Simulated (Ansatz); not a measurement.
Molecule: hydrogen peroxide, H2O2, charge 0, multiplicity 1. SMILES: OO
Structure (B3LYP-D3(BJ)/def2-TZVP (Ansatz, an electronic-structure program) minimum search):
```xyz
4

O      0.0155     0.7238    -0.0702
O     -0.0112    -0.7261    -0.0419
H      0.8057     0.8967     0.4614
H     -0.8394    -0.8786     0.4355
```
Charge 0, spin multiplicity 1.

Wanted: size of the dipole moment, in D. Set-up: non-relativistic; 6-311+G** with 5d; LANL2DZ all-electron up to Ne; 6-31G* and kin with 6d, 5d where marked; no dispersion term unless named; spin-orbit terms left out. Ab initio and DFT rows: single points at B3LYP-D3(BJ) geometries (Ansatz).

Measured values: NIST CCCBDB, as tabulated in the package chemicals; dipoles are vibrational averages. 

Value to compare with, the measured value: 1.77 D.

```tsv
level	program	size of the dipole moment (D)	error
B3LYP/STO-3G	Ansatz	1.45	-0.32
B3LYP/3-21G	Ansatz	2.02	0.25
B3LYP/LANL2DZ	Ansatz	2.25	0.48
B3LYP/6-31G	Ansatz	2.19	0.42
B3LYP/6-31G*	Ansatz	1.85	0.08
B3LYP/6-31+G*	Ansatz	1.91	0.14
B3LYP/6-31G**	Ansatz	1.82	0.05
B3LYP/def2-SVP	Ansatz	1.82	0.05
B3LYP/cc-pVDZ	Ansatz	1.76	-0.01
B3LYP/6-311+G**	Ansatz	1.87	0.10
```

Among the 10 habitual levels, B3LYP/LANL2DZ lies farthest from the measured value (0.48 D); 8 of 10 lie above it, and their mean absolute error is 0.19 D, the median 0.12. One case shows no general order.

The sets are all those run for this method; runs whose electronic state is in doubt are left out.
